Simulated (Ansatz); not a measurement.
Rock-salt ZrC was calculated with rVV10 (PAW; Ansatz, a program for electronic structure).

Numerical settings: plane-wave cutoff 520 eV, 20×20×20 k mesh, Fermi–Dirac smearing 0.05 eV, scalar-relativistic PAW data made under PBE.

Energies at three volumes about the minimum:

```
V (Å³/atom)  E − E_lowest (meV/atom)
-----------  -----------------------
13.028                          3.74
13.294                          0.00
13.560                          3.44
```

Problem. Fit a parabola by hand: where is the minimum, what lattice constant follows, and what is the bulk modulus?

Solution. Slopes: (0.00 − 3.74)/(13.294 − 13.028) = -14.060 and (3.44 − 0.00)/(13.560 − 13.294) = 12.932 meV/Å³. Curvature E″ = 2 × (12.932 − (-14.060))/(13.560 − 13.028) = 101.474 meV/Å⁶. From the middle of the first interval, the slope vanishes at V0 = 13.1610 − (-14.060)/101.474 = 13.300 Å³/atom. B = V0 E″ = 13.300 × 101.474 meV/Å³ × 0.1602 GPa per meV/Å³ = 216 GPa. With 8 atoms in the cube, a = (8 × 13.300)^(1/3) = 4.739 Å. The full Birch–Murnaghan fit to all volumes gives V0 = 13.295 Å³/atom and B0 = 216 GPa.

Measured, for comparison: bulk modulus 223 GPa (temperature not stated, no zero-point or thermal correction, from single-crystal elastic constants, our sources range from 208 to 223; as tabulated in arXiv:1102.4063); lattice constant a 4.696 Å (temperature not stated, no zero-point or thermal correction; as tabulated in Zhang et al. (2018), doi:10.1088/1367-2630/aac7f0). Computed (rounded) less measured: bulk modulus -3 % (inside the range of the sources held).
